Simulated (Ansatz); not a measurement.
## Bulk modulus B0 of some bcc solids

Method: PBE in Ansatz (PAW). References are measured values corrected to a static lattice or taken at low temperature (these still hold zero-point motion).

Values in GPa.

| solid | reference | PBE | error (%) |
|---|---|---|---|
| bcc K | 3.75 | 3.58 | -4.5 |
| bcc Ba | 9.34 (9.34–10.6) | 8.70 | -6.9 |
| bcc V | 161 | 182 | +13.0 |
| bcc Na | 7.9 | 7.77 | -1.6 |
| bcc Fe | 174 | 197 | +13.2 |
| bcc Ta | 198 | 194 | -2.0 |
| bcc Nb | 173 | 169 | -2.3 |
| bcc W | 312 (300–328) | 303 | -2.9 |
| bcc Li | 13.8 (13.1–13.9) | 13.9 | +0.7 |
| bcc Mo | 265 (265–278) | 259 | -2.3 |
| bcc Cs | 2.11 (2.11–2.35) | 1.96 | -7.1 |

Over these 11 solids the mean error is -0.2 %, the mean absolute error 5.1 % (median 2.9 %), and the worst case bcc Fe at +13.2 %; the value is too low in 8 of 11 cases.

All these references are brought to a static lattice.

Spin–orbit coupling is left out, also for the solids with elements from indium on (bcc Ba, bcc Ta, bcc W, bcc Cs); its size isn't shown.

Brackets give the range of our sources, which can hold other temperatures.

Differences are worked out from the printed values.

Each level is taken at its own relaxed cell. Ansatz's density-functional and Hartree–Fock values are scalar-relativistic unless marked +SOC, with PAW data made under PBE.

Ansatz's runs of these crystals have no spin polarisation, but for bcc Fe.

Density-functional runs with spin start from parallel moments for bcc Fe.

Not in this set, of the bcc solids with a reference value in our tables and a result at some level: 2 for sources at odds (antiferromagnetic bcc Cr, bcc Rb). These can be a level's worst cases. Values held back for tests aren't counted. Layered and molecular crystals are counted apart. The metals Ce to Yb are counted apart.

References as tabulated in Levämäki et al. (2014), arXiv:1402.3671; Mejia-Rodriguez and Trickey (2018), arXiv:1807.09216; doi:10.1021/acs.jctc.3c00612.

Ansatz is an electronic-structure program.
